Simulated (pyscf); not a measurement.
**Four-centre exchange: `[BH2][F]` + `[CH4]` -> `[BH3]` + `[CH3][F]`**

Gas phase, singlet surface, charge 0. Bonds broken: B1–F2, C5–H6. Bonds formed: B1–H6, F2–C5. Structures and frequencies: ωB97X-D3(BJ)/def2-SVP in PySCF. MP2 and CC: frozen core, UHF for open shells. ΔMP2 is the change of the MP2 total energy from the triple- to the quadruple-zeta basis.

Transition state (Å):

```xyz
9

B      0.8503     0.2693     0.3482
F      0.0117    -0.3719    -0.7552
H      1.0104     1.4546     0.1160
H      1.8358    -0.3946     0.6136
C     -1.4770     0.0584     0.3522
H      0.0159     0.1118     1.2976
H     -1.9287     0.0423    -0.6427
H     -1.6484    -0.8333     0.9571
H     -1.5806     1.0141     0.8691
```

One imaginary mode, 1035i cm⁻¹; descent along it reached the two sides named, in the forms told below.

```json
[
 {"bond": "B1–F2", "change": "breaks", "reactant side (Å)": "1.325", "saddle": "1.527", "product side": "1.855"},
 {"bond": "C5–H6", "change": "breaks", "reactant side (Å)": "1.100", "saddle": "1.768", "product side": "2.9"},
 {"bond": "B1–H6", "change": "forms", "reactant side (Å)": "2.8", "saddle": "1.274", "product side": "1.214"},
 {"bond": "F2–C5", "change": "forms", "reactant side (Å)": "3.5", "saddle": "1.905", "product side": "1.407"}
]
```

Electronic energies relative to the separated reactants (kcal/mol):

```csv
level,barrier,reaction energy,reverse barrier
ωB97X-D3(BJ)/def2-TZVP,99.4,+58.8,40.6
PBE/def2-TZVP,90.4,+60.1,30.3
r²SCAN/def2-TZVP,94.5,+61.1,33.4
B3LYP-D3(BJ)/def2-TZVP,97.1,+59.7,37.4
PBE0-D3(BJ)/def2-TZVP,96.3,+59.8,36.5
M06-2X/def2-TZVP,102.1,+60.0,42.2
ωB97M-D3(BJ)/def2-TZVP,98.4,+60.3,38.1
HF/def2-TZVP,117.0,+57.2,59.7
MP2/def2-QZVPP,105.1,+62.2,42.9
CCSD/def2-TZVPP,105.4,+59.8,45.6
CCSD(T)/def2-TZVPP,102.1,+60.3,41.8
CCSD(T)/def2-TZVPP + ΔMP2(QZVPP),101.9,+60.3,41.6
```

With CCSD(T)/def2-TZVPP + ΔMP2(QZVPP) energies and thermal terms (ideal gas, 1 atm, RRHO with modes under 100 cm⁻¹ raised to 100, one conformer, R ln 2 for rigid chiral ones), in kcal/mol:

```json
[
 {"T (K)": "298", "ΔH‡": "101.2", "ΔG‡": "110.3", "ΔH": "+59.1", "ΔG": "+58.9"},
 {"T (K)": "600", "ΔH‡": "101.5", "ΔG‡": "119.4", "ΔH": "+59.1", "ΔG": "+58.8"},
 {"T (K)": "900", "ΔH‡": "102.2", "ΔG‡": "128.2", "ΔH": "+59.2", "ΔG": "+58.5"},
 {"T (K)": "1200", "ΔH‡": "103.0", "ΔG‡": "136.7", "ΔH": "+59.4", "ΔG": "+58.3"}
]
```

On the product side the descent ends in a complex, 6.6 kcal/mol under the separated species and 47.1 kcal/mol under the saddle at ωB97X-D3(BJ)/def2-TZVP. The same reactants have a lower exit, to H₃C–BH–F + H₂ (barrier +34.7 kcal/mol at ωB97M-D3(BJ), against +98.4 kcal/mol here). This is the saddle that the search found; another between the same sides may lie lower. The CCSD(T) − MP2 part came from Ansatz, without density fitting, on the same reference.
